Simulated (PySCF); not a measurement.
Sulfuric acid, H₂O₄S, SMILES O=S(=O)(O)O, point group C2.

Force field and properties: B3LYP/pcSseg-1 (PySCF, grid level 2). Vibrational terms come from second-order perturbation theory with semi-diagonal cubic constants, by steps of ±0.6 along the normal coordinates of each isotopologue. The parent has the commonest isotopes.

Equilibrium geometry (Å):

| atom | x | y | z |
| --- | --- | --- | --- |
| O1 | -1.1661 | -0.0425 | 1.2553 |
| S2 | -0.4591 | -0.1444 | -0.0060 |
| O3 | -1.0228 | -0.6524 | -1.2410 |
| O4 | 0.1535 | 1.3269 | -0.3824 |
| O5 | 0.9064 | -0.9839 | 0.3297 |
| H6 | 0.3169 | 1.8043 | 0.4529 |
| H7 | 1.2845 | -1.2885 | -0.5168 |

Give the equilibrium and ground-state rotational constants (MHz) of parent; ²H at 6; ³⁴S at 2; ³⁴S at 2, ²H at 6; ¹⁷O at 1.


```json
{"species": "parent", "Ae": "4838.2", "Be": "4777.3", "Ce": "4592.8", "A0": "4814.3", "B0": "4722.4", "C0": "4577.7", "Δ0 (u Å²)": "-101.592", "harmonic ZPE (cm⁻¹)": "8301"}
{"species": "²H at 6", "Ae": "4798.2", "Be": "4594.6", "Ce": "4456.4", "A0": "4777.4", "B0": "4544.4", "C0": "4437.9", "Δ0 (u Å²)": "-103.118", "harmonic ZPE (cm⁻¹)": "7600"}
{"species": "³⁴S at 2", "Ae": "4836.2", "Be": "4775.3", "Ce": "4592.8", "A0": "4812.5", "B0": "4720.7", "C0": "4577.9", "Δ0 (u Å²)": "-101.673", "harmonic ZPE (cm⁻¹)": "8274"}
{"species": "³⁴S at 2, ²H at 6", "Ae": "4796.2", "Be": "4592.5", "Ce": "4456.2", "A0": "4775.6", "B0": "4542.5", "C0": "4437.9", "Δ0 (u Å²)": "-103.201", "harmonic ZPE (cm⁻¹)": "7573"}
{"species": "¹⁷O at 1", "Ae": "4774.6", "Be": "4715.6", "Ce": "4517.3", "A0": "4743.6", "B0": "4670", "C0": "4501.7", "Δ0 (u Å²)": "-102.493", "harmonic ZPE (cm⁻¹)": "8281"}
```

Δ0 = Ic − Ia − Ib from the ground-state constants.

How is the parent's vibrational correction B0 − Be made up?


```tsv
axis	harmonic	Coriolis	cubic	total (MHz)
a	6.32	-2.79	-27.5	-23.9
b	6.14	-3.33	-57.7	-54.9
c	5.54	-2.17	-18.5	-15.1
```

And its quartic centrifugal distortion constants from the harmonic force field?

Asymmetric top, A reduction, IIIr representation: ΔJ = 1.81 kHz, ΔJK = -2.89 kHz, ΔK = 2.81 kHz, δJ = 0.129 kHz, δK = -1.63 kHz.

A mode lies under 250 cm⁻¹, where this perturbation treatment is rough. Internal rotors are held in one well.
